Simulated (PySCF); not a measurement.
From computed data to an observable: entropy of an ideal gas

Na2, SMILES [Na][Na].

The structure is a stationary point at PBE0-D3(BJ)/def2-TZVPD.

PBE0-D3(BJ)/def2-TZVPD in PySCF gives the harmonic wavenumbers 159 cm⁻¹ and the rotational temperature 0.2193 K. The molar mass is 45.98 g/mol, the symmetry number 2, the spin multiplicity 1.

Q: Work out the entropy at 298.15 K and 1 atm in the rigid-rotor, harmonic-oscillator model.

A: 
Translation (Sackur–Tetrode at 1 atm): S = R[1.5 ln M + 2.5 ln T − 1.16487] = 156.5 J/(mol K).
Rotation: q = T/(σ θ) = 680, S = R[ln q + 1] = 62.5 J/(mol K).
Vibration: with u = 1.4388 ν/T, each mode gives R[u/(e^u − 1) − ln(1 − e^−u)]:
| ν (cm⁻¹) | modes | u | S (J/(mol K)) |
|---|---|---|---|
| 159 | 1 | 0.77 | 10.72 |
These are all the modes. Sum 10.7 J/(mol K).
Spin: R ln 1 = 0.0 J/(mol K).
Total 229.7 J/(mol K); the program's own thermochemistry gives 229.7. Translation makes up 68 % and vibration 5 %. Anharmonicity, hindered rotation and orbital degeneracy are left out.
